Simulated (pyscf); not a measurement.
One four-centre exchange on the singlet surface with elements of a group swapped. ωB97M-D3(BJ)/def2-TZVP, kJ/mol, from the separated reactants. PySCF, gas phase, ωB97X-D3(BJ)/def2-SVP geometries.

```
step                                               barrier  reaction energy  imaginary mode (i cm⁻¹)
----------------------------------------------  ----------  ---------------  -----------------------
HO–SnH: [singlet] + H₂ -> SnH₂ [singlet] + H₂O        86.7            +55.1                     1244
HO–GeH: [singlet] + H₂ → GeH₂ [singlet] + H₂O   (withheld)       (withheld)                     1346
```

**Question.** Some entries are withheld; supply them.

**Answer.** 
- HO–GeH: [singlet] + H₂ → GeH₂ [singlet] + H₂O, barrier: 106.4
- HO–GeH: [singlet] + H₂ → GeH₂ [singlet] + H₂O, reaction energy: +71.4

Row 1: On the product side the descent ends in an adduct with a O–Sn contact, 66.6 kJ/mol under the separated species and 90.1 kJ/mol under the saddle at ωB97X-D3(BJ)/def2-TZVP. Row 2: On the product side the descent ends in an adduct with a Ge–O contact, 69.4 kJ/mol under the separated species and 99.8 kJ/mol under the saddle at ωB97X-D3(BJ)/def2-TZVP. Each row is the saddle that its search found. Elements up to Kr have no core potential and no relativistic terms here. Elements past Kr carry the def2 core potentials, without spin-orbit coupling.
